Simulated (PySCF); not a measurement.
## `FC(F)CS` in a uniform electric field

C2H4F2S.
Cartesian coordinates in Å at the GFN2-xTB level; atoms count from 1:
```xyz
9
C2H4F2S angstrom
F     -0.9275    1.2035   -0.7330
C     -0.9184    0.0815    0.0298
F     -1.1992    0.4751    1.2887
C      0.4240   -0.6248   -0.0639
S      1.8175    0.3977    0.5340
H     -1.7465   -0.5604   -0.3154
H      0.6052   -0.9079   -1.1009
H      0.4118   -1.5112    0.5679
H      1.5467    1.4525   -0.2323
```

Level: PBE0/def2-SVPD (PySCF); nuclei fixed, core orbitals frozen in the response. Permanent dipole (-0.523, -1.962, -1.389) D (1 au = 2.5417 D). Static polarisability (au):

```
x   54.64  3.30  1.96
y    3.30 46.60  1.08
z    1.96  1.08 44.56
```

Only the terms in μ and α are kept: μ(F) = μ + αF and ΔE = −μ·F − ½ F·αF.

(1) A field of 0.005 au (0.257 V/Å) is applied along each axis in both senses. Find the induced dipole, the size of the total dipole and the two energy terms.

(2) For the field (-0.0020, -0.0035, -0.0015) au, what is the induced dipole, and what angle does it make with the field?

(3) Which field along μ doubles the dipole in that direction (linear response)?

(4) What field makes μF equal to kT at 100 K?

(5) Induction energy −ᾱe²/2R⁴ of a unit charge at 11 Å, the molecule taken as a point?

Answers

(1) 
```json
{"field along": "+x", "induced x (D)": "0.694", "induced y (D)": "0.042", "induced z (D)": "0.025", "total size (D)": "2.362", "−μ·F (kJ/mol)": "+2.701", "−½F·αF (kJ/mol)": "-1.793"}
{"field along": "−x", "induced x (D)": "-0.694", "induced y (D)": "-0.042", "induced z (D)": "-0.025", "total size (D)": "2.738", "−μ·F (kJ/mol)": "-2.701", "−½F·αF (kJ/mol)": "-1.793"}
{"field along": "+y", "induced x (D)": "0.042", "induced y (D)": "0.592", "induced z (D)": "0.014", "total size (D)": "2.000", "−μ·F (kJ/mol)": "+10.133", "−½F·αF (kJ/mol)": "-1.529"}
{"field along": "−y", "induced x (D)": "-0.042", "induced y (D)": "-0.592", "induced z (D)": "-0.014", "total size (D)": "2.968", "−μ·F (kJ/mol)": "-10.133", "−½F·αF (kJ/mol)": "-1.529"}
{"field along": "+z", "induced x (D)": "0.025", "induced y (D)": "0.014", "induced z (D)": "0.566", "total size (D)": "2.173", "−μ·F (kJ/mol)": "+7.174", "−½F·αF (kJ/mol)": "-1.462"}
{"field along": "−z", "induced x (D)": "-0.025", "induced y (D)": "-0.014", "induced z (D)": "-0.566", "total size (D)": "2.833", "−μ·F (kJ/mol)": "-7.174", "−½F·αF (kJ/mol)": "-1.462"}
```

(2) αF = (-0.315, -0.435, -0.189) D, at 5.8° to the field. The polarisability along this direction, F·αF/F², is 51.84 au, against a mean of 48.60 au.

(3) The polarisability along the dipole is 48.88 au, so F = 0.9679 au / 48.88 au = 0.0198 au = 1.02 V/Å; higher-order terms are ignored.

(4) kT = 0.3167 × 10⁻³ Eh, so F = 0.000327 au = 1.68 MV/cm.

(5) R = 20.79 bohr, so the energy is −48.6/(2 × 20.79⁴) Eh = -0.342 kJ/mol. The charge–dipole term at its most favourable orientation, −μe/R², is -5.88 kJ/mol.

Isolated species at its GFN2-xTB geometry (one conformer only).

These values come from a run that also computed excited states. On Arm Neoverse V1, one thread, no GPU (shared host), this took 10 s and 0.60 GiB of memory at its peak.
